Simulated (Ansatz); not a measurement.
Energy landscape of H2Br, doublet: collinear H-Br-H surface. Scanned: H-Br distance and Br-H distance.

Method: Ansatz (a program for electronic structure) with unrestricted PBE/cc-pVDZ.

Energy in mEh above the lowest grid point; x is the H-Br distance (Å), y the Br-H distance (Å).

| y \ x | 1.20 | 1.30 | 1.42 | 1.55 | 1.62 | 1.78 | 1.96 | 2.16 | 2.30 | 2.58 | 2.86 | 3.44 | 4.09 |
|---|---|---|---|---|---|---|---|---|---|---|---|---|---|
| 4.09 | 39.5 | 11.1 | 0.1 | 4.4 | 10.7 | 30.3 | 55.3 | 82.2 | 99.1 | 122.9 | 133.7 | 142.3 | 144.9 |
| 3.40 | 39.4 | 11.0 | 0.0 | 4.3 | 10.5 | 30.0 | 54.9 | 81.5 | 98.2 | 120.8 | 131.3 | 139.5 | 142.0 |
| 2.98 | 39.9 | 11.3 | 0.2 | 4.3 | 10.5 | 29.7 | 54.2 | 80.3 | 96.1 | 116.8 | 126.6 | 134.2 | 136.5 |
| 2.67 | 41.0 | 12.3 | 0.9 | 4.7 | 10.7 | 29.4 | 53.1 | 77.8 | 92.0 | 110.0 | 118.5 | 125.3 | 127.3 |
| 2.34 | 44.3 | 15.1 | 3.1 | 6.0 | 11.4 | 28.5 | 49.9 | 70.5 | 81.1 | 93.2 | 98.7 | 102.6 | 103.6 |
| 2.16 | 47.7 | 18.0 | 5.1 | 7.0 | 11.7 | 27.0 | 45.4 | 61.5 | 68.9 | 76.6 | 79.6 | 81.6 | 82.2 |
| 1.97 | 53.3 | 22.6 | 8.2 | 8.0 | 11.4 | 23.0 | 36.2 | 46.3 | 50.3 | 53.9 | 55.2 | 56.3 | 56.7 |
| 1.77 | 63.0 | 30.3 | 13.0 | 9.0 | 10.1 | 15.7 | 22.0 | 25.9 | 27.1 | 28.0 | 28.3 | 28.7 | 29.0 |
| 1.66 | 71.2 | 36.8 | 17.2 | 10.2 | 9.6 | 11.4 | 13.9 | 15.1 | 15.2 | 14.9 | 14.8 | 14.9 | 15.1 |
| 1.53 | 85.7 | 48.7 | 25.6 | 14.6 | 11.8 | 8.9 | 7.4 | 6.0 | 5.0 | 3.7 | 3.1 | 2.9 | 3.0 |
| 1.42 | 104.8 | 65.2 | 38.7 | 24.0 | 19.3 | 12.7 | 8.4 | 5.1 | 3.5 | 1.3 | 0.4 | 0.0 | 0.1 |
| 1.28 | 146.1 | 102.7 | 71.6 | 52.2 | 45.3 | 34.7 | 27.4 | 22.2 | 19.8 | 16.9 | 15.6 | 15.0 | 15.0 |
| 1.20 | 184.3 | 138.6 | 104.8 | 83.0 | 75.0 | 62.4 | 53.7 | 47.7 | 44.9 | 41.6 | 40.2 | 39.4 | 39.5 |

Points that lie below all their neighbours on the grid: x = 1.42, y = 3.40 (0.0 mEh); x = 3.44, y = 1.42 (0.0 mEh). The lowest path on the grid from the first to the second passes x = 1.62, y = 1.66 at 9.6 mEh.
